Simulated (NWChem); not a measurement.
# Polarisability of FLi

```
F
Li 1 1.5290
```
Charge 0, spin multiplicity 1.

The numbers come from NWChem runs, not from measurements. All single points use one geometry, from B3LYP/def2-SVP, a minimum by its harmonic frequencies.

Basis set: aug-cc-pVDZ. Static limit.

The correlated methods keep 1 core orbital frozen. B3LYP has NWChem's definition, with VWN1-RPA local correlation. The structure started from a generated list of species. Coupled-cluster values serve here as a point of comparison, not as the truth.

### Question
For the isotropic polarisability, PBE gives 11.39 bohr³ and LDA (SVWN5) gives 11.13 bohr³. What do HF, B3LYP, CCSD linear response give?

### Answer
HF: 6.79 bohr³; B3LYP: 9.91 bohr³; CCSD linear response: 8.95 bohr³.
